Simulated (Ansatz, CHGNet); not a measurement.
## Elastic constant C12 of zinc-blende GaP: levels of theory against measurement

Reference value: 62 GPa (measured, temperature not stated, not corrected to a static lattice, our sources range from 62.0 to 64.0; as tabulated in Råsander and Moram (2015), arXiv:1505.02379).

| level (code) | value (GPa) | cell (Å³/atom) |
|---|---|---|
| CHGNet 0.3.0 | 79.4 | 20.82 |
| LDA (Ansatz) | 63.9 | 19.59 |
| PBE (Ansatz) | 52.5 | 20.87 |
| r²SCAN (Ansatz) | 60.5 | 20.25 |
| r²SCAN0 (Ansatz) | ___ | 20.05 |

### Question
Complete the blanks.

### Answer

- r²SCAN0 (Ansatz, an electronic-structure program), value (GPa): 65.8

Differences against the reference: CHGNet 0.3.0 +28 %, LDA +3.1 %, PBE -15.3 %, r²SCAN -2.4 %, r²SCAN0 +6.1 %.

The reference's temperature isn't stated, so close values are not ranked against it.

The reference isn't brought to a static lattice, while the calculations are for one, so the differences are not the levels' errors alone.  Each level is taken at its own relaxed cell. Cutoffs and k meshes differ between the levels. Ansatz's density-functional and Hartree–Fock values are scalar-relativistic unless marked +SOC, with PAW data made under PBE.

Machine-learned potentials (CHGNet 0.3.0) are trained on DFT data: a solid inside that data is no test of them.

Differences are worked out from the printed values.
